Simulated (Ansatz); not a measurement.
A made-up structure of CH3OSi, doublet:

C1  (-0.662, -0.146, -0.664)
Si2  (0.601, 0.095, 0.610)
O3  (1.202, -1.018, 1.458)
H4  (1.262, 1.142, 1.304)
H5  (-1.063, -1.129, -0.890)
H6  (0.988, 1.522, 0.735)
(Å)

It is relaxed with PBE-D4/def2-SVP and then PBE0-D4/def2-TZVP (Ansatz 0.2.0). Atoms count as bonded within 1.22 times the sum of their covalent radii (H–H: 0.88 Å). The end point is not checked to be a true minimum.

Problem. Does its bonding change? (Judge from chemistry; the calculation decides.)

Solution. Computed: Yes. Formed: none; broken: Si2–H4, Si2–H6.

Where it ends: The first stage lowers the energy by 3.03 eV in 15 steps. It ends as a complex of CHOSi ([CH][Si][O]) + H₂:
```tsv
atom	x (Å)	y (Å)	z (Å)
C1	-0.2977	-0.5883	-0.8028
Si2	0.4100	-0.9117	0.7444
O3	1.5108	-1.1877	1.7425
H4	1.2387	1.7561	1.2222
H5	-1.3743	-0.5393	-0.9676
H6	0.8408	1.9369	0.6132
```

Labels in which every atom is bracketed show which atoms are joined, not bond orders.

For scale, one of the runs: PBE0-D4/def2-TZVP relaxation, 117 basis functions, launched by `ansatz run in.yaml --threads 2 --pin off --events-out ev --progress --plain --max-ram 4352MiB`. Hardware: 2 CPU threads of an Intel Xeon 6975P-C, shared host. Wall time about 17 s.
